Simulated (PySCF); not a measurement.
Species: 1-chlorobutadiene, C₄H₅Cl.
Z-matrix (Å and degrees, PBE0-D3(BJ)/def2-TZVP geometry), rows numbered from 1:
```
C 
C   1  1.3327
C   2  1.4454  1  123.87
C   3  1.3309  2  122.49  1  -179.97
Cl  4  1.7144  3  123.30  2   180.00
H   1  1.0826  2  121.43  3   180.00
H   1  1.0849  2  121.35  3     0.00
H   2  1.0874  1  119.46  3  -180.00
H   3  1.0860  2  118.01  1     0.02
H   4  1.0830  3  123.14  2    -0.01
```

Theory: PBE0-D3(BJ)/def2-TZVP geometry optimisation, gas phase (PySCF 2.14.0).

Masses are those of the commonest isotopes; rigid-rotor values at the optimised geometry. The values belong to one conformer with, in the numbering `[CH2:1]=[CH:2]/[CH:3]=[CH:4]/[Cl:5]`, C1–C2–C3–C4 180°.

**Question.** What are A, B and C (cm⁻¹)?

**Answer.** Ia = 16.14, Ib = 345.25, Ic = 361.39 u·Å²; 505379 MHz·u·Å²/I gives 31310, 1464 and 1398 MHz, that is A = 1.04438, B = 0.04883, C = 0.04665 cm⁻¹.

**Question.** Classify the top.

**Answer.** A near-prolate asymmetric top: κ = (2 × 1464 − 31310 − 1398)/(31310 − 1398) = -1.00.

**Question.** What does the inertial defect say?

**Answer.** Planar: Δ = Ic − Ia − Ib = 0.00 u·Å². For a rigid frame Δ = −2 Σ m c², so it vanishes when all atoms lie in the ab plane; here none is more than 0.01 Å from it.

**Question.** Give the coordinates in the principal-axis frame, origin at the centre of mass.

**Answer.** The sense of each axis is arbitrary; atoms in the order of the calculation.
```json
{"atom": "C1", "mass (u)": "12.000", "a (Å)": "-3.084", "b (Å)": "-0.331", "c (Å)": "0.000"}
{"atom": "C2", "mass (u)": "12.000", "a (Å)": "-1.956", "b (Å)": "0.379", "c (Å)": "0.000"}
{"atom": "C3", "mass (u)": "12.000", "a (Å)": "-0.635", "b (Å)": "-0.207", "c (Å)": "0.000"}
{"atom": "C4", "mass (u)": "12.000", "a (Å)": "0.474", "b (Å)": "0.530", "c (Å)": "0.000"}
{"atom": "Cl5", "mass (u)": "34.969", "a (Å)": "2.051", "b (Å)": "-0.143", "c (Å)": "0.000"}
{"atom": "H6", "mass (u)": "1.008", "a (Å)": "-4.054", "b (Å)": "0.149", "c (Å)": "0.000"}
{"atom": "H7", "mass (u)": "1.008", "a (Å)": "-3.067", "b (Å)": "-1.416", "c (Å)": "0.000"}
{"atom": "H8", "mass (u)": "1.008", "a (Å)": "-2.009", "b (Å)": "1.465", "c (Å)": "0.000"}
{"atom": "H9", "mass (u)": "1.008", "a (Å)": "-0.557", "b (Å)": "-1.290", "c (Å)": "0.000"}
{"atom": "H10", "mass (u)": "1.008", "a (Å)": "0.465", "b (Å)": "1.613", "c (Å)": "0.000"}
```

**Question.** List the rotational levels J(Ka,Kc) to J = 2 (K).

**Answer.** Above 0(0,0), as E/k:
J = 1: 1(0,1) 0.137, 1(1,1) 1.570, 1(1,0) 1.573
J = 2: 2(0,2) 0.412, 2(1,2) 1.841, 2(1,1) 1.851, 2(2,1) 6.148, 2(2,0) 6.148

**Question.** Predict some low-J microwave lines.

**Answer.** The dipole components are |μa| = 1.25 D, |μb| = 0.46 D, |μc| = 0.00 D; the mirror of this Cs structure is the ab plane, so μc vanishes by symmetry and there are no c-type lines. The squared components, which scale the intensities, stand as 1.00 : 0.13 (a : b). Some lines, for components of 0.1 D or more:

| type | branch | J(Ka,Kc) | MHz | lower level (cm⁻¹) |
| --- | --- | --- | --- | --- |
| a | R | 2(1,2) ← 1(1,1) | 5659 | 1.091 |
| a | R | 2(0,2) ← 1(0,1) | 5724 | 0.095 |
| a | R | 3(0,3) ← 2(0,2) | 8586 | 0.286 |
| a | R | 3(2,1) ← 2(2,0) | 8587 | 4.273 |
| a | R | 3(1,2) ← 2(1,1) | 8685 | 1.286 |
| b | Q | 3(1,2) ← 3(0,3) | 30075 | 0.573 |
| b | R | 1(1,1) ← 0(0,0) | 32708 | 0.000 |
| b | R | 2(1,2) ← 1(0,1) | 35505 | 0.095 |
| b | Q | 3(2,1) ← 3(1,2) | 89440 | 1.576 |
| b | Q | 2(2,1) ← 2(1,2) | 89734 | 1.280 |
| b | R | 2(2,1) ← 1(1,0) | 95328 | 1.093 |
| b | R | 3(2,1) ← 2(1,2) | 98321 | 1.280 |
| b | Q | 3(3,1) ← 3(2,2) | 149393 | 4.559 |
| b | R | 3(3,1) ← 2(2,0) | 157980 | 4.273 |

PBE0-D3(BJ)/def2-TZVP frequencies: not computed here. Constants of a rigid frame at the computed geometry: no zero-point averaging, no centrifugal distortion. Quadrupole hyperfine structure (35Cl) is left out.
